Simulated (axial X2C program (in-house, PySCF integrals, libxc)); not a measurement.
# Excited states of NaF by EOM-EE-CCSD

Calculated with an axial X2C code built on PySCF integrals: two-component X2C with atomic mean-field Coulomb and Gaunt terms, Gaussian nuclei, basis Na dyall-acv3z, F dyall-av3z with contracted cores.

R = 1.934 Å (near the PBE0 minimum at charge 0 of the determinant lowest at the starting distance; the state shown can have its own minimum elsewhere).

Hartree–Fock spinors of NaF (one of each Kramers pair; a window near the gap, which can cut inner shells):

```json
{"ω": "1/2", "occupied": "yes", "ε (eV)": "-12.01", "character": "94% F p, 2% Na p"}
{"ω": "1/2", "occupied": "yes", "ε (eV)": "-11.69", "character": "97% F p"}
{"ω": "3/2", "occupied": "yes", "ε (eV)": "-11.65", "character": "97% F p"}
{"ω": "1/2", "occupied": "no", "ε (eV)": "-0.41", "character": "68% Na s, 30% Na p"}
{"ω": "1/2", "occupied": "no", "ε (eV)": "0.20", "character": "98% Na p"}
{"ω": "3/2", "occupied": "no", "ε (eV)": "0.20", "character": "98% Na p"}
{"ω": "1/2", "occupied": "no", "ε (eV)": "0.21", "character": "61% Na p, 39% Na s"}
{"ω": "1/2", "occupied": "no", "ε (eV)": "0.46", "character": "59% Na s, 39% Na p"}
{"ω": "1/2", "occupied": "no", "ε (eV)": "0.75", "character": "83% Na p, 15% Na d"}
```

Vertical excitation energies from the closed-shell determinant state of NaF:

| Ω | excitation (eV) | cm⁻¹ | hole of the leading pair | particle of the leading pair | weight of the pair (for Ω = 0 its time-reversed partner can hold as much again) | singles weight |
| --- | --- | --- | --- | --- | --- | --- |
| 2 | 5.674 | 45762 | 97% F pπ | 78% Na sσ, 17% Na pσ | 0.94 | 0.94 |
| 1 | 5.683 | 45840 | 97% F pπ | 77% Na sσ, 17% Na pσ | 0.77 | 0.94 |
| 0⁻ | 5.704 | 46004 | 95% F pπ | 78% Na sσ, 17% Na pσ | 0.47 | 0.94 |
| 0⁺ | 5.705 | 46015 | 96% F pπ | 78% Na sσ, 17% Na pσ | 0.47 | 0.94 |
| 1 | 5.730 | 46212 | 94% F pπ | 77% Na sσ, 17% Na pσ | 0.77 | 0.94 |
| 0⁻ | 5.880 | 47426 | 92% F pσ | 77% Na sσ, 17% Na pσ | 0.47 | 0.94 |
| 1 | 5.880 | 47429 | 92% F pσ | 77% Na sσ, 17% Na pσ | 0.94 | 0.94 |
| 0⁺ | 6.001 | 48399 | 93% F pσ | 77% Na sσ, 18% Na pσ | 0.47 | 0.94 |
| 1 | 7.621 | 61464 | 97% F pπ | 95% Na pπ | 0.70 | 0.94 |
| 3 | 7.640 | 61624 | 97% F pπ | 94% Na pπ | 0.94 | 0.94 |
| 2 | 7.645 | 61658 | 97% F pπ | 94% Na pπ | 0.91 | 0.94 |
| 2 | 7.678 | 61927 | 96% F pπ | 94% Na pπ | 0.91 | 0.94 |

This point took 71 s on 1 thread of Arm Neoverse V2, with other jobs on the host.

Reference electrons by ω block (each with its −ω partner): 1/2: 8, 3/2: 2. 16 electrons of NaF correlated (inner shells frozen), 88 natural virtual spinors (a truncated set); levels can be off by some tenths of an eV. Roots sought by Ω: (0: 5, 1: 4, 2: 3, 3: 1); the list ends where they run out and leaves out roots under 60 % singles weight. The solver can skip a root, and states that need a further excitation, which the method places far too high, are missing though they may lie low or lowest. T1 of the reference 0.011 (Lee–Taylor). Some roots did not converge and are left out. Number of frozen shells: Na 1 s; F 1 s.
